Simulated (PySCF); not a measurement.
# Isomerisation enthalpies of C5H12S

**Measured values to compare with.**

From CRC Handbook of Chemistry and Physics, for the gas at 298.15 K: enthalpy of formation of `CC(C)(C)CS` (neopentyl mercaptan) -129 kJ/mol; enthalpy of formation of `CSC(C)(C)C` (tert-butyl methyl sulfide) -121.3 kJ/mol; enthalpy of formation of `CCSC(C)C` (ethyl isopropyl sulfide) -118.3 kJ/mol; enthalpy of formation of `CC(C)CCS` (3-methyl-1-butanethiol) -114.9 kJ/mol; enthalpy of formation of `CCCSCC` (ethyl propyl sulfide) -104.8 kJ/mol.

How close the calculation comes is told at the end.

Differences of these values give the isomerisation enthalpies. Geometries: PBE0-D3(BJ)/def2-SVP; runs in PySCF, gas phase, with a dispersion term only where the level names one. Total electronic energies (Eh):

```json
{"SMILES": "CC(C)(C)CS", "PBE0-D3(BJ)/def2-SVP": "-595.32063"}
{"SMILES": "CSC(C)(C)C", "PBE0-D3(BJ)/def2-SVP": "-595.31697"}
{"SMILES": "CCSC(C)C", "PBE0-D3(BJ)/def2-SVP": "-595.31602"}
{"SMILES": "CC(C)CCS", "PBE0-D3(BJ)/def2-SVP": "-595.31696"}
{"SMILES": "CCCSCC", "PBE0-D3(BJ)/def2-SVP": "-595.31513"}
```

Zero-point and thermal terms are left out, so the computed numbers are electronic energies.

**Comparison with experiment**

Relative to `CC(C)(C)CS`, the lowest by measurement, in kJ/mol (measured: enthalpies at 298.15 K; computed: electronic energies):

| SMILES | measured | PBE0-D3(BJ)/def2-SVP |
| --- | --- | --- |
| CC(C)(C)CS | 0.0 | 0.0 |
| CSC(C)(C)C | 7.7 | 9.6 |
| CCSC(C)C | 10.7 | 12.1 |
| CC(C)CCS | 14.1 | 9.6 |
| CCCSCC | 24.2 | 14.4 |

Measured values: -129 kJ/mol (298.15 K; CRC Handbook of Chemistry and Physics) for the first row; the others come from the same table. Mean unsigned miss over the other isomers: PBE0-D3(BJ)/def2-SVP 4.4 kJ/mol. One conformer stands for `CC(C)(C)CS`, `CCSC(C)C`, `CC(C)CCS` and `CCCSCC`, not necessarily the lowest, while the measurement averages over conformers. Where a level misses, the cause wasn't examined.

The values belong to the conformer `[CH3:1][S:2][C:3]([CH3:4])([CH3:5])[CH3:6]`: C1–S2–C3–C4 62°.
